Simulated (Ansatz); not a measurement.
A nudged elastic band was laid between two geometries of AlH$_{4}$NO (7 atoms, charge 0, multiplicity 1).

Computed with RKS PBE-D4/def2-TZVP (Ansatz 0.2.0).

- movable images: 7
- climbing image: from the first iteration
- spring: 5.0 eV/Å²
- optimiser: fire
- start path: through a guess of the saddle point
- force threshold: 0.03 eV/Å
- iteration limit: 60
- end points: relaxed

First end point:

```xyz
7
Properties=species:S:1:pos:R:3
N -1.157 0.347 -0.572
Al 0.335 0.149 0.366
O 1.312 -1.205 -0.031
H -1.468 -0.273 -1.314
H -1.820 1.103 -0.438
H 0.720 1.185 1.506
H 2.140 -1.374 0.438
```

Last end point:

```xyz
7
Properties=species:S:1:pos:R:3
N -1.044 0.280 -0.544
Al 0.393 0.269 0.506
O 1.600 -0.943 0.395
H -1.272 -0.392 -1.270
H -1.767 0.991 -0.487
H 0.593 1.401 1.590
H 1.558 -1.674 -0.236
```

Q: Which bonds break or form, and what moves?

A: No bond is made or broken. The height of N1 over the plane of its neighbours goes from 0.00 to 0.00 Å.

Q: What energy profile does the band end with?

A: It did not converge within its limit. The highest image is number 4 of 0 to 8, 2.8 kcal/mol above the first end and 2.5 kcal/mol above the last; the last end lies 0.3 kcal/mol above the first. The band didn't meet its force threshold, so its energies are provisional: the largest band force was still 0.09 eV/Å, and over the last iterations the top stayed at 0.12 eV.

```
image  path coordinate (Å)  energy (kcal/mol)  height of N1 over the plane of its neighbours (Å)
    0                 0.00                0.0                                               0.00
    1                 0.22                0.4                                              -0.03
    2                 0.45                1.3                                              -0.04
    3                 0.67                2.2                                              -0.03
    4                 0.89                2.8                                              -0.02
    5                 1.13                2.3                                               0.00
    6                 1.37                1.3                                               0.01
    7                 1.61                0.5                                               0.01
    8                 1.85                0.3                                               0.00
```

Run time: 8 min on 2 threads of Arm Neoverse V1, with other jobs on the host, peak memory 0.13 GiB.
